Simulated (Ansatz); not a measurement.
Born–Oppenheimer molecular dynamics of H₄NOP (7 atoms, charge 0, multiplicity 1). It starts from a relaxed structure.

Method: RKS CAM-B3LYP-D4/6-31G* in Ansatz.

```
ensemble                      : NVE (velocity Verlet)
time step                     : 0.5 fs
steps asked                   : 150
starting velocities drawn for : 400 K
seed                          : 184015
```

First frame:

```xyz
7
Properties=species:S:1:pos:R:3
N -0.810 0.697 -0.363
P 0.304 0.321 0.861
O 1.578 -0.520 0.194
H -0.651 1.562 -0.862
H -1.230 -0.010 -0.955
H -0.452 -0.784 1.348
H 1.323 -1.333 -0.270
```

What does the run give?

The run went to its last step.

```json
{"steps done": "150", "time covered": "75 fs", "mean temperature over the second half": "203 K", "spread of the potential energy over the second half": "5.1 meV per atom", "mean potential energy of the second half above the start": "18.3 meV per atom"}
```

The conserved energy stayed within 0.35 meV per atom of its start (net change 0.045 meV per atom), so the integration is sound. The temperature averaged 0.51 of the 400 K drawn at the start: a run that starts near a minimum puts about half its kinetic energy into the potential. A run of 0.075 ps of so small a system gives no equilibrium averages.

What happens to the structure?

The same pairs are bonded in the first frame and the last. Pairs count as bonded within 1.25 times the sum of covalent radii (0.12 Å more for H–H). The details hang on the random start.

How do temperature and energy run in time?


```
time (fs)  T (K)  potential energy less start (eV)  conserved less start (meV/atom)
      0.0    400                             0.000                             0.00
      3.5    239                             0.105                             0.19
      7.0     77                             0.211                             0.35
     10.5    142                             0.168                             0.22
     14.0    282                             0.077                             0.05
     17.5    241                             0.104                             0.13
     21.0    105                             0.192                             0.27
     24.5    119                             0.183                             0.18
     28.0    241                             0.103                             0.08
     31.5    237                             0.107                             0.19
     35.0    178                             0.146                             0.28
     38.5    184                             0.141                             0.19
     42.0    259                             0.092                             0.09
     45.5    229                             0.112                             0.18
     49.0    142                             0.169                             0.26
     52.5    163                             0.154                             0.12
     56.0    252                             0.096                             0.05
     59.5    245                             0.102                             0.22
     63.0    169                             0.152                             0.32
     66.5    142                             0.168                             0.18
     70.0    225                             0.114                             0.06
     73.5    256                             0.094                             0.16
```

The run took 12 min on 1 CPU thread of a shared host.
